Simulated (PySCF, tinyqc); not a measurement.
Worked calculation: G0W0 on RHF in the sto-3g basis, for LiH, spin multiplicity 1. The lowest restricted solution is unstable here: a spin-polarised one lies 0.0209 hartree lower (PySCF). Computed by tinyqc, a small Python program that keeps every step (integrals from PySCF). Settings: charge = 0, multiplicity = 1, basis = sto-3g, method = RHF, energy threshold = 1e-10, iteration cap = 68, orthogonalisation = symmetric, start = core, DIIS depth = 6. Command: `OMP_NUM_THREADS=1 python tinyqc.py 28303 28304 out.jsonl` (the two numbers bound the seeds that draw the settings). One thread of a shared host (Intel(R) Xeon(R) Processor @ 2.60GHz), about 0.07 s of CPU time with the checks. The early iterations of the SCF are left out here.

## One-electron integrals

Geometry (angstrom):
```
atom        x        y        z
Li    0.00000  0.00000  0.00000
H     0.00000  0.00000  2.42300
```

Basis sto-3g: exponents (1/bohr^2) and contraction coefficients of normalised primitives:
```
element  l (shell)  exponent  coefficient
Li           s (1)  16.11958      0.15433
Li           s (1)   2.93620      0.53533
Li           s (1)   0.79465      0.44463
Li           s (2)   0.63629     -0.09997
Li           s (2)   0.14786      0.39951
Li           s (2)   0.04809      0.70012
Li           p (3)   0.63629      0.15592
Li           p (3)   0.14786      0.60768
Li           p (3)   0.04809      0.39196
H            s (1)   3.42525      0.15433
H            s (1)   0.62391      0.53533
H            s (1)   0.16886      0.44463
```

Overlap, kinetic and nuclear-attraction integrals over the contracted functions; the nuclear repulsion is the sum of Za Zb / Rab.

nuclear repulsion = 0.6551926 hartree

overlap S, order 1Li 1s, 1Li 2s, 1Li 2px, 1Li 2py, 1Li 2pz, 2H 1s:
```
[[1.00000, 0.24114, 0.00000, 0.00000, 0.00000, 0.00998],
 [0.24114, 1.00000, 0.00000, 0.00000, 0.00000, 0.21129],
 [0.00000, 0.00000, 1.00000, 0.00000, 0.00000, 0.00000],
 [0.00000, 0.00000, 0.00000, 1.00000, 0.00000, 0.00000],
 [0.00000, 0.00000, 0.00000, 0.00000, 1.00000, 0.31474],
 [0.00998, 0.21129, 0.00000, 0.00000, 0.31474, 1.00000]]
```

kinetic energy T (hartree), order 1Li 1s, 1Li 2s, 1Li 2px, 1Li 2py, 1Li 2pz, 2H 1s:
```
[[3.57679, -0.02024, 0.00000, 0.00000, 0.00000, -0.00510],
 [-0.02024, 0.10216, 0.00000, 0.00000, 0.00000, 0.00556],
 [0.00000, 0.00000, 0.31968, 0.00000, 0.00000, 0.00000],
 [0.00000, 0.00000, 0.00000, 0.31968, 0.00000, 0.00000],
 [0.00000, 0.00000, 0.00000, 0.00000, 0.31968, 0.03160],
 [-0.00510, 0.00556, 0.00000, 0.00000, 0.03160, 0.76003]]
```

nuclear attraction V (hartree), order 1Li 1s, 1Li 2s, 1Li 2px, 1Li 2py, 1Li 2pz, 2H 1s:
```
[[-8.20128, -1.01701, 0.00000, 0.00000, -0.00702, -0.03910],
 [-1.01701, -1.42012, 0.00000, 0.00000, -0.07662, -0.31193],
 [0.00000, 0.00000, -1.39190, 0.00000, 0.00000, 0.00000],
 [0.00000, 0.00000, 0.00000, -1.39190, 0.00000, 0.00000],
 [-0.00702, -0.07662, 0.00000, 0.00000, -1.44739, -0.46909],
 [-0.03910, -0.31193, 0.00000, 0.00000, -0.46909, -1.88178]]
```

core Hamiltonian H = T + V (hartree), order 1Li 1s, 1Li 2s, 1Li 2px, 1Li 2py, 1Li 2pz, 2H 1s:
```
[[-4.62449, -1.03724, 0.00000, 0.00000, -0.00702, -0.04420],
 [-1.03724, -1.31796, 0.00000, 0.00000, -0.07662, -0.30637],
 [0.00000, 0.00000, -1.07222, 0.00000, 0.00000, 0.00000],
 [0.00000, 0.00000, 0.00000, -1.07222, 0.00000, 0.00000],
 [-0.00702, -0.07662, 0.00000, 0.00000, -1.12771, -0.43749],
 [-0.04420, -0.30637, 0.00000, 0.00000, -0.43749, -1.12175]]
```

## Two-electron integrals

Functions are numbered as in S; the eight-fold symmetry (ij|kl) = (ji|kl) = (kl|ij) leaves the list below.

Two-electron integrals (ij|kl) in chemists' order, unique and non-zero (hartree):
```
(11|11) 1.68040   (21|11) 0.26542   (21|21) 0.04994   (22|11) 0.39773
(22|21) 0.09286   (22|22) 0.29056   (31|31) 0.00898   (32|31) 0.01379
(32|32) 0.06418   (33|11) 0.39664   (33|21) 0.09288   (33|22) 0.29050
(33|33) 0.31295   (41|41) 0.00898   (42|41) 0.01379   (42|42) 0.06418
(43|43) 0.01687   (44|11) 0.39664   (44|21) 0.09288   (44|22) 0.29050
(44|33) 0.27921   (44|44) 0.31295   (51|51) 0.00898   (52|51) 0.01379
(52|52) 0.06418   (53|53) 0.01687   (54|54) 0.01687   (55|11) 0.39664
(55|21) 0.09288   (55|22) 0.29050   (55|33) 0.27921   (55|44) 0.27921
(55|55) 0.31295   (61|11) 0.01020   (61|21) 0.00196   (61|22) 0.00380
(61|33) 0.00374   (61|44) 0.00374   (61|51) 0.00028   (61|52) 0.00055
(61|55) 0.00390   (61|61) 0.00009   (62|11) 0.05824   (62|21) 0.01393
(62|22) 0.05107   (62|33) 0.04801   (62|44) 0.04801   (62|51) 0.00206
(62|52) 0.01625   (62|55) 0.05715   (62|61) 0.00068   (62|62) 0.01993
(63|31) 0.00068   (63|32) 0.00405   (63|53) 0.00199   (63|63) 0.00089
(64|41) 0.00068   (64|42) 0.00405   (64|54) 0.00199   (64|64) 0.00089
(65|11) 0.08321   (65|21) 0.01998   (65|22) 0.07473   (65|33) 0.06967
(65|44) 0.06967   (65|51) 0.00316   (65|52) 0.02521   (65|55) 0.08478
(65|61) 0.00099   (65|62) 0.03088   (65|65) 0.04801   (66|11) 0.21838
(66|21) 0.05265   (66|22) 0.21095   (66|33) 0.19444   (66|44) 0.19444
(66|51) 0.00701   (66|52) 0.07283   (66|55) 0.24375   (66|61) 0.00256
(66|62) 0.11117   (66|65) 0.17572   (66|66) 0.77461
```

## Orthogonalisation

S = U s U^T; symmetric (Loewdin) form X = U s^(-1/2) U^T, so that X^T S X = 1.

eigenvalues of S: [0.59453, 0.81070, 1.00000, 1.00000, 1.18166, 1.41310]

X, order 1Li 1s, 1Li 2s, 1Li 2px, 1Li 2py, 1Li 2pz, 2H 1s:
```
[[1.02332, -0.12834, 0.00000, 0.00000, -0.00456, 0.01666],
 [-0.12834, 1.04288, 0.00000, 0.00000, 0.02892, -0.11996],
 [0.00000, 0.00000, 1.00000, 0.00000, 0.00000, 0.00000],
 [0.00000, 0.00000, 0.00000, 1.00000, 0.00000, 0.00000],
 [-0.00456, 0.02892, 0.00000, 0.00000, 1.04162, -0.17350],
 [0.01666, -0.11996, 0.00000, 0.00000, -0.17350, 1.06089]]
```

## Iteration 8 (converged): orbitals

converged F (hartree), order 1Li 1s, 1Li 2s, 1Li 2px, 1Li 2py, 1Li 2pz, 2H 1s:
```
[[-2.37193, -0.64414, 0.00000, 0.00000, 0.01326, -0.02754],
 [-0.64414, -0.20493, 0.00000, 0.00000, -0.04863, -0.17131],
 [0.00000, 0.00000, 0.15737, 0.00000, 0.00000, 0.00000],
 [0.00000, 0.00000, 0.00000, 0.15737, 0.00000, 0.00000],
 [0.01326, -0.04863, 0.00000, 0.00000, 0.07737, -0.17113],
 [-0.02754, -0.17131, 0.00000, 0.00000, -0.17113, -0.06327]]
```

Diagonalise F' = X^T F X, C = X C', fill 2 alpha and 2 beta electrons from the bottom; D = 2 C_occ C_occ^T. Each column has its largest component positive (the first on a tie).

F' = X^T F X (hartree):
```
[[-2.31839, -0.36051, 0.00000, 0.00000, 0.01074, 0.02743],
 [-0.36051, -0.05019, 0.00000, 0.00000, -0.00254, -0.17048],
 [0.00000, 0.00000, 0.15737, 0.00000, 0.00000, 0.00000],
 [0.00000, 0.00000, 0.00000, 0.15737, 0.00000, 0.00000],
 [0.01074, -0.00254, 0.00000, 0.00000, 0.14246, -0.19841],
 [0.02743, -0.17048, 0.00000, 0.00000, -0.19841, 0.03362]]
```

orbital energies (hartree): [-2.37435, -0.21511, 0.06658, 0.15737, 0.15737, 0.33039]

coefficients C, order 1Li 1s, 1Li 2s, 1Li 2px, 1Li 2py, 1Li 2pz, 2H 1s:
```
[[0.99157, -0.14883, -0.21694, 0.00000, 0.00000, 0.10738],
 [0.03293, 0.52235, 0.80049, 0.00000, 0.00000, -0.45230],
 [0.00000, 0.00000, 0.00000, 0.62792, 0.77827, 0.00000],
 [0.00000, 0.00000, 0.00000, 0.77827, -0.62792, 0.00000],
 [-0.00424, 0.31339, -0.57186, 0.00000, 0.00000, -0.83106],
 [-0.00200, 0.62155, -0.24976, 0.00000, 0.00000, 0.84944]]
```

D after iteration 8, order 1Li 1s, 1Li 2s, 1Li 2px, 1Li 2py, 1Li 2pz, 2H 1s:
```
[[2.01071, -0.09017, 0.00000, 0.00000, -0.10169, -0.18897],
 [-0.09017, 0.54788, 0.00000, 0.00000, 0.32712, 0.64920],
 [0.00000, 0.00000, 0.00000, 0.00000, 0.00000, 0.00000],
 [0.00000, 0.00000, 0.00000, 0.00000, 0.00000, 0.00000],
 [-0.10169, 0.32712, 0.00000, 0.00000, 0.19646, 0.38958],
 [-0.18897, 0.64920, 0.00000, 0.00000, 0.38958, 0.77265]]
```

Within a degenerate level the vectors are fixed only up to a rotation; this is one choice.

## Convergence

Stop when the energy changes by less than 1e-10 hartree and every element of the error matrix X^T (F D S - S D F) X is below 3e-06.

Course of the cycle:
```
iteration  E (hartree)     change  largest element of the error matrix
1           -7.6949980          -                             2.01e-01
2           -7.7786319  -8.36e-02                             2.47e-02
3           -7.7800881  -1.46e-03                             7.49e-03
4           -7.7804079  -3.20e-04                             3.64e-03
5           -7.7805075  -9.95e-05                             1.48e-04
6           -7.7805075  -4.76e-08                             4.18e-05
7           -7.7805075  -5.90e-09                             1.45e-07
8           -7.7805075  -8.17e-14                             8.37e-09
```

PySCF RHF in the same basis = -7.7805075 hartree

Converged in 8 iterations.

## Integrals over molecular orbitals

(pq|rs) = sum C_ip C_jq C_kr C_ls (ij|kl), one index at a time.

one-electron integrals over orbitals h = C^T H C (hartree):
```
[[-4.61574, 0.09594, 0.15952, 0.00000, 0.00000, -0.05077],
 [0.09594, -1.23049, 0.00210, 0.00000, 0.00000, 0.06411],
 [0.15952, 0.00210, -1.07953, 0.00000, 0.00000, 0.01445],
 [0.00000, 0.00000, 0.00000, -1.07222, 0.00000, 0.00000],
 [0.00000, 0.00000, 0.00000, 0.00000, -1.07222, 0.00000],
 [-0.05077, 0.06411, 0.01445, 0.00000, 0.00000, -1.02177]]
```

Two-electron integrals over orbitals (pq|rs), unique and non-zero (hartree):
```
(11|11) 1.65951    (21|11) -0.09770   (21|21) 0.00983    (22|11) 0.29585
(22|21) 0.00176    (22|22) 0.43351    (31|11) -0.14261   (31|21) 0.01087
(31|22) -0.00970   (31|31) 0.02199    (32|11) 0.03804    (32|21) -0.00250
(32|22) -0.06731   (32|31) -0.00047   (32|32) 0.02948    (33|11) 0.38637
(33|21) -0.00819   (33|22) 0.21243    (33|31) 0.00040    (33|32) 0.01749
(33|33) 0.32042    (41|41) 0.00980    (42|41) 0.00732    (42|42) 0.02085
(43|41) 0.01044    (43|42) 0.02132    (43|43) 0.04136    (44|11) 0.39635
(44|21) -0.00348   (44|22) 0.23377    (44|31) -0.00508   (44|32) 0.01951
(44|33) 0.27710    (44|44) 0.31295    (51|51) 0.00980    (52|51) 0.00732
(52|52) 0.02085    (53|51) 0.01044    (53|52) 0.02132    (53|53) 0.04136
(54|54) 0.01687    (55|11) 0.39635    (55|21) -0.00348   (55|22) 0.23377
(55|31) -0.00508   (55|32) 0.01951    (55|33) 0.27710    (55|44) 0.27921
(55|55) 0.31295    (61|11) 0.06544    (61|21) -0.00861   (61|22) -0.00689
(61|31) -0.00421   (61|32) 0.00295    (61|33) 0.01146    (61|44) 0.00163
(61|55) 0.00163    (61|61) 0.01039    (62|11) -0.08783   (62|21) 0.00088
(62|22) 0.10295    (62|31) 0.00480    (62|32) -0.05267   (62|33) -0.01597
(62|44) -0.04343   (62|55) -0.04343   (62|61) 0.00173    (62|62) 0.13225
(63|11) 0.02884    (63|21) -0.00212   (63|22) -0.06450   (63|31) 0.00387
(63|32) 0.02482    (63|33) 0.03722    (63|44) 0.01202    (63|55) 0.01202
(63|61) 0.00482    (63|62) -0.04463   (63|63) 0.03735    (64|41) -0.00539
(64|42) -0.01741   (64|43) -0.01057   (64|64) 0.01839    (65|51) -0.00539
(65|52) -0.01741   (65|53) -0.01057   (65|65) 0.01839    (66|11) 0.34577
(66|21) 0.00024    (66|22) 0.40163    (66|31) -0.01001   (66|32) -0.05132
(66|33) 0.24006    (66|44) 0.25355    (66|55) 0.25355    (66|61) -0.00533
(66|62) 0.07962    (66|63) -0.04742   (66|66) 0.39348
```

## Screening: direct RPA

With D = e_a - e_i and K = (ia|jb): diagonalise D^(1/2) (D + 4K) D^(1/2) = Z w^2 Z^T; X + Y = D^(1/2) Z w^(-1/2), each column of Z with its largest component positive (the first on a tie); E_c = (sum w - tr (D + 2K)) / 2.

D^(1/2) (D + 4K) D^(1/2) (hartree^2), order 1>3, 1>4, 1>5, 1>6, 2>3, 2>4, 2>5, 2>6:
```
[[6.17289, 0.00000, 0.00000, -0.04324, -0.00156, 0.00000, 0.00000, 0.02214],
 [0.00000, 6.50884, 0.00000, 0.00000, 0.00000, 0.02844, 0.00000, 0.00000],
 [0.00000, 0.00000, 6.50884, 0.00000, 0.00000, 0.00000, 0.02844, 0.00000],
 [-0.04324, 0.00000, 0.00000, 7.42807, 0.01029, 0.00000, 0.00000, 0.00840],
 [-0.00156, 0.00000, 0.00000, 0.01029, 0.11257, 0.00000, 0.00000, -0.08259],
 [0.00000, 0.02844, 0.00000, 0.00000, 0.00000, 0.16980, 0.00000, 0.00000],
 [0.00000, 0.00000, 0.02844, 0.00000, 0.00000, 0.00000, 0.16980, 0.00000],
 [0.02214, 0.00000, 0.00000, 0.00840, -0.08259, 0.00000, 0.00000, 0.58614]]
```

excitation energies w (hartree): [0.31394, 0.41192, 0.41192, 0.77462, 2.48425, 2.55127, 2.55127, 2.72573]

X + Y, order 1>3, 1>4, 1>5, 1>6, 2>3, 2>4, 2>5, 2>6:
```
[[-0.00102, 0.00000, 0.00000, -0.00705, 0.99065, 0.00000, 0.00000, -0.03253],
 [0.00000, -0.00739, -0.00831, 0.00000, 0.00000, 0.98347, 0.15842, 0.00000],
 [0.00000, -0.00831, 0.00739, 0.00000, 0.00000, -0.15842, 0.98347, 0.00000],
 [-0.00463, 0.00000, 0.00000, -0.00184, 0.03586, 0.00000, 0.00000, 0.99555],
 [0.93393, 0.00000, 0.00000, -0.10074, -0.00009, 0.00000, 0.00000, 0.00045],
 [0.00000, 0.63188, 0.71062, 0.00000, 0.00000, 0.00169, 0.00027, 0.00000],
 [0.00000, 0.71062, -0.63188, 0.00000, 0.00000, -0.00027, 0.00169, 0.00000],
 [0.22020, 0.00000, 0.00000, 0.82738, 0.00188, 0.00000, 0.00000, 0.00049]]
```

RPA correlation energy = -0.0335908 hartree

Within a degenerate level the vectors are fixed only up to a rotation; this is one choice.

## G0W0 on Hartree-Fock: HOMO

W(p,q,m) = sqrt2 sum_ia (pq|ia) (X+Y)_ia,m; Sigma_c(x) = sum_(i,m) W^2/(x - e_i + w_m) + sum_(a,m) W^2/(x - e_a - w_m); solve x = e_p + Sigma_c(x) by Newton steps; Z = 1/(1 - dSigma/dx); 1 hartree = 27.211386 eV.

The 12 largest terms at x = e_p (hartree; W for the signs of X + Y given):
```
q  m         W      term
2  4   0.13016   0.02187
6  4   0.16219  -0.01993
2  1  -0.05679   0.01027
3  4  -0.06583  -0.00410
6  1  -0.02840  -0.00094
3  1   0.02252  -0.00085
5  2   0.02086  -0.00055
4  3   0.02086  -0.00055
4  2   0.01855  -0.00044
5  3  -0.01855  -0.00044
2  5  -0.01366   0.00008
1  5   0.01479  4.71e-05
```

Newton steps (hartree):
```
step         x  Sigma_c(x)        Z
0     -0.21511     0.00443  0.92159
1     -0.21103     0.00408  0.92240
2     -0.21103     0.00408  0.92240
```

quasiparticle energy of the HOMO = -5.74244 eV

Hartree-Fock value = -5.85355 eV

## G0W0 on Hartree-Fock: LUMO

As before.

The 12 largest terms at x = e_p (hartree; W for the signs of X + Y given):
```
q  m         W      term
2  4  -0.06583   0.00410
6  4  -0.05581  -0.00300
3  1   0.01805  -0.00104
5  2   0.02130  -0.00090
4  3   0.02130  -0.00090
2  1   0.02252   0.00085
4  2   0.01894  -0.00071
5  3  -0.01894  -0.00071
6  1   0.01885  -0.00061
3  4  -0.02121  -0.00058
1  5   0.03061   0.00019
3  8   0.01612  -0.00010
```

Newton steps (hartree):
```
step        x  Sigma_c(x)        Z
0     0.06658    -0.00358  0.98049
1     0.06307    -0.00351  0.98064
2     0.06307    -0.00351  0.98064
```

quasiparticle energy of the LUMO = 1.71614 eV

Hartree-Fock value = 1.81171 eV
